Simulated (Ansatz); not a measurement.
Basis-set extrapolation for C₃H₄N₂, SMILES `CC(=N)C#N` (PBE0-D4/def2-TZVP geometry, frozen core, Ansatz). Multiplicity 1, RHF reference.

```tsv
	def2-TZVPP	def2-QZVPP
HF	-224.889296	-224.898837
MP2 correlation	-0.863785	-0.920460
CCSD(T) correlation	-0.926807	not run
```

Energies in hartree. Use E(X) = E(∞) + A·exp(−7.88·√X) for Hartree–Fock and E(X) = E(∞) + B·X^(−2.97) for correlation, with X = 3 and 4, and add CCSD(T) minus MP2 of the smaller set to the MP2 limit.

Q: What is the CCSD(T) energy at the basis-set limit?

A: HF limit: -224.898837 + (-0.009541) × 0.13774 = -224.90015. MP2 limit: -0.920460 + (-0.056675) × 0.74074 = -0.96244. Higher-order term: -0.926807 − (-0.863785) = -0.06302. Total: -225.92561 hartree, 2.98 eV below CCSD(T)/def2-TZVPP.
